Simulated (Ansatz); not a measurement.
The input, for Ansatz 0.2.0:

```yaml
crystal:
  periodic: [false, false, false]
  atoms:
    - {symbol: Ge, position_ang: [0.000000, 0.000000, 0.000000]}
    - {symbol: Al, position_ang: [0.000000, 0.000000, 2.446378]}
basis:
  gaussian: {orbitals: cc-pVTZ-DK}
magnetization: {spin_polarized: false, initial_magnetization: 1}
hamiltonian: {xc: pbe}
correlation: {method: fic_mrcisd_q, electrons: outside_noble_gas, active_space: {window: {electrons: 3, orbitals: 3}}}
```

```sh
$ ansatz run in.yaml --threads 1 --pin off --events-out ev --progress --plain --max-ram 2393MiB
```

Problem. One thing in this input was set wrong on purpose, beside settings that are merely unusual. What is the gravest fault, and what does the program do?

Solution. Active space on a functional. How the run ends: refused.
```
Error: invalid value for `correlation.active_space`: it starts from restricted Hartree–Fock orbitals; set hamiltonian.xc: hf without magnetization.spin_polarized
```
